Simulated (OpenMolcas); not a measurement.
**One shape, several levels: quartet BNH3**

We compute a comparison of 5 runs (UB3LYP/6-31G*, U-r2SCAN/def2-TZVPP, U-revPBE/def2-TZVPP, UM06-L/def2-TZVPP, USVWN5/def2-TZVPP) of quartet BNH3. 

Program for the calculation: OpenMolcas 26.06.

## (1) The system as given

BNH3 has 5 atoms, charge 0, and is taken as a quartet. As SMILES of the parent species, `B[NH]`. Geometry: relaxed at PBE0-D4/def2-TZVP. That shape belongs to the parent species and isn't relaxed for this state.

Bond lengths: B1–N2 1.329 Å, B1–H3 1.210 Å, B1–H4 1.204 Å, N2–H5 0.999 Å. Angles: B1–N2–H5 163.9°, N2–B1–H3 118.8°, N2–B1–H4 121.2°, H3–B1–H4 119.9°.

## (2) The energy at UB3LYP/6-31G(d) (spherical functions) (run 1)

test.input

```
&gateway
baslib=$CurrDir
coord
5
bohr
B     -0.58732688    -0.69938764    -0.17309891
N      1.00382252     1.23814856    -0.03741658
H     -0.78385840    -2.09268271     1.62988878
H     -1.82188496    -1.08300204    -2.04449469
H      2.28354505     2.49765102     0.54669777
basis=6-31Gs
group=NoSym
&seward
gridinput
Grid=UltraFine
End of Grid
&scf
uhf
spin=4
ksdft=B3LYP
thresholds=1e-10 1e-07 1e-07 1e-05
prorbitals=1 1
```

The basis set 6-31G* is read from a file made from the Basis Set Exchange's data (not shown).

Run with:

```console
export MOLCAS_MEM=1860
pymolcas test.input > test.log
```

The program printed:

```text
--- Start Module: gateway ---
[...]
--- Stop Module: gateway /rc=_RC_ALL_IS_WELL_ ---
--- Start Module: seward ---
[...]
      Basis functions           34
--- Stop Module: seward /rc=_RC_ALL_IS_WELL_ ---
--- Start Module: scf ---
[...]
       Convergence after  17 Iterations
[...]
::    Total KS-DFT energy                             -81.1324315122
[...]
      Total spin, S                                     1.5020988622
[...]
      Total electronic charge=   15.000000
      Total            charge=   -0.000000
[...]
      Dipole Moment (debye):
      Origin of the operator (angstrom)=    0.1371    0.1690   -0.0433
                   X=  2.3953E+00               Y=  2.6207E+00               Z=  6.7371E-01           Total=  3.6138E+00
      Quadrupole Moment (debye*angstrom):
[...]
--- Stop Module: scf /rc=_RC_ALL_IS_WELL_ ---
[...]
```

Run time: 9.6 s. Hardware: 1 thread of Intel Xeon 6975P-C (Granite Rapids), shared host; peak memory 0.37 GiB.

## (3) A single-point energy at U-r2SCAN/def2-TZVPP (run 2)

coord.xyz

```xyz
5

B     -0.310800    -0.370100    -0.091600
N      0.531200     0.655200    -0.019800
H     -0.414800    -1.107400     0.862500
H     -0.964100    -0.573100    -1.081900
H      1.208400     1.321700     0.289300
```

calc.inp

```
&GATEWAY
  BASLIB
  $CurrDir
  COORD
  coord.xyz
  BASIS
  def2-TZVPP
  GROUP
  NoSym

&SEWARD
  GRIDINPUT
  Grid=UltraFine
  End of Grid

&SCF
  UHF
  SPIN
  4
  KSDFT
  2
  1.0 MGGA_X_R2SCAN
  1.0 MGGA_C_R2SCAN
  THRESHOLDS
  1e-10 1e-07 1e-07 1e-05
  PRORBITALS
  1 1
```

The basis set def2-TZVPP is read from a file made from the Basis Set Exchange's data (not shown).

Run with:

```console
export MOLCAS_MEM=1860
pymolcas calc.inp > calc.log
```

The program printed:

```text
--- Start Module: gateway ---
[...]
--- Stop Module: gateway /rc=_RC_ALL_IS_WELL_ ---
--- Start Module: seward ---
[...]
      Basis functions          104
--- Stop Module: seward /rc=_RC_ALL_IS_WELL_ ---
[...]
--- Start Module: scf ---
[...]
       Convergence after  18 Iterations
[...]
::    Total KS-DFT energy                             -81.1299622128
[...]
      Total spin, S                                     1.5038338864
[...]
      Total electronic charge=   15.000000
      Total            charge=   -0.000000
[...]
      Dipole Moment (debye):
      Origin of the operator (angstrom)=    0.1371    0.1690   -0.0433
                   X=  2.4081E+00               Y=  2.6541E+00               Z=  6.4572E-01           Total=  3.6415E+00
      Quadrupole Moment (debye*angstrom):
[...]
--- Stop Module: scf /rc=_RC_ALL_IS_WELL_ ---
[...]
```

Run time: 60 s. Hardware: 1 thread of Intel Xeon 6975P-C (Granite Rapids), shared host; peak memory 0.59 GiB.

Runs 3 to 4 aren't shown in full; the table further down has their settings and results.

## (4) The energy at USVWN5/def2-TZVPP (run 5)

job.inp

```
* BH3N Kohn-Sham DFT

&GATEWAY
 BasLib=$CurrDir
 BasisSet
 B.def2-TZVPP....
 B1 -0.310800 -0.370100 -0.091600 angstrom
 End of Basis
 BasisSet
 N.def2-TZVPP....
 N2 0.531200 0.655200 -0.019800 angstrom
 End of Basis
 BasisSet
 H.def2-TZVPP....
 H3 -0.414800 -1.107400 0.862500 angstrom
 H4 -0.964100 -0.573100 -1.081900 angstrom
 H5 1.208400 1.321700 0.289300 angstrom
 End of Basis

&SEWARD
 GridInput
 Grid=UltraFine
 End of Grid

&SCF
 UHF
 Spin=4
 KSDFT=SVWN5
 Thresholds=1e-10 1e-07 1e-07 1e-05
 PrOrbitals=1 1
```

The basis set def2-TZVPP is read from a file made from the Basis Set Exchange's data (not shown).

Run with:

```console
export MOLCAS_MEM=1860
pymolcas job.inp > job.log
```

The program printed:

```text
--- Start Module: gateway ---
[...]
--- Stop Module: gateway /rc=_RC_ALL_IS_WELL_ ---
--- Start Module: seward ---
[...]
      Basis functions          104
--- Stop Module: seward /rc=_RC_ALL_IS_WELL_ ---
[...]
--- Start Module: scf ---
[...]
       Convergence after  20 Iterations
[...]
::    Total KS-DFT energy                             -80.4066384022
[...]
      Total spin, S                                     1.5011754357
[...]
      Total electronic charge=   15.000000
      Total            charge=   -0.000000
[...]
      Dipole Moment (debye):
      Origin of the operator (angstrom)=    0.1371    0.1690   -0.0433
                   X=  2.2433E+00               Y=  2.4443E+00               Z=  6.4600E-01           Total=  3.3800E+00
      Quadrupole Moment (debye*angstrom):
[...]
--- Stop Module: scf /rc=_RC_ALL_IS_WELL_ ---
[...]
```

Wall time 29 s (1 thread of Intel Xeon 6975P-C (Granite Rapids), shared host); peak memory 0.59 GiB.

## (5) All runs side by side

```
run                                level  energy (Eh)  dipole moment (D)  HOMO energy (eV)   ⟨S²⟩  wall time
  1  UB3LYP/6-31G* (spherical functions)   -81.132432               3.61             -2.06  3.758      9.6 s
  2                  U-r2SCAN/def2-TZVPP   -81.129962               3.64             -2.26  3.765       60 s
  3                  U-revPBE/def2-TZVPP   -81.152789               3.53             -1.97  3.758       50 s
  4                    UM06-L/def2-TZVPP   -81.164900               3.75             -1.83  3.766       62 s
  5                    USVWN5/def2-TZVPP   -80.406638               3.38             -2.03  3.755       29 s
```

## (6) Summary of results

```
                                 quantity         value
                      run 5: total energy  -80.40664 Eh
                     run 5: dipole moment        3.38 D
run 5: HOMO energy (highest over α and β)      -2.03 eV
                              run 5: ⟨S²⟩         3.755
```

**Reading.** The dipole moment (its size) runs from 3.38 D (USVWN5/def2-TZVPP) to 3.75 D (UM06-L/def2-TZVPP). Totals of different functionals can't be ranked against each other. All runs together took 3.5 min, the longest 62 s.
